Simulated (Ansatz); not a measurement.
# HAlC, triplet: the ladder up to full CI

Geometry: a point of a stretch scan, not a stationary point.

```xyz
3

Al    0.0000    0.0000   -0.1123
C     0.0000    0.0000   -2.0285
H     0.0000    0.0000    2.1407
```

Basis 6-31G; Ansatz 0.2.0. Correlated methods freeze the noble-gas cores, which leaves 8 electrons in 18 orbitals. Prefix R: restricted or restricted open-shell reference; prefix U: unrestricted. Active spaces: valence = (8e, 9o) chosen from the atoms' valence shells; pair = (4e, 4o) about the gap.

Full CI is exact within this basis and frozen core; it isn't the basis-set limit. The frozen core follows each run's orbitals, which can shift R against U totals by a few meV.

Unrestricted rows (U) aren't spin-pure: their determinants' ⟨S²⟩ exceeds S(S+1) by up to 0.88, so they mix in states of higher spin. For open shells CISD is restricted-active-space CI with the open shells as a complete middle space.

The UHF ⟨S²⟩ is 2.884. The T1 diagnostic (RCCSD) is 0.0748. The largest doubles amplitude (RCCSD) is 0.229 and the T1 diagnostic (UCCSD) is 0.0893.

Q: From what is known of these methods and the diagnostics, rank them by the size of their error in total energy against full CI in 6-31G, smallest first (an estimate: the text doesn't fix the numbers).
A. MRCISD+Q (valence space)
B. UMP2
C. UCCSDTQ
D. NEVPT4(SD) (valence space)
E. NEVPT2 (pair space)

A: C (0.2 kJ/mol), A (1.4 kJ/mol), D (4.0 kJ/mol), E (90.5 kJ/mol), B (125.5 kJ/mol).

All errors are against full CI in 6-31G. With T1 at 0.075 and a doubles amplitude of 0.23 one determinant is a poor start. Within each family the higher level lies nearer, as is usual though not guaranteed.

The full-CI state has the irrep A2 of C2v, in the program's axes (one component, if the state is degenerate).

Natural occupations of full CI about the gap: 1.966 1.910 1.715 0.973 0.973 0.294 0.054 0.054 0.029 0.010; effectively unpaired electrons, Σ n²(2−n)², 2.55.
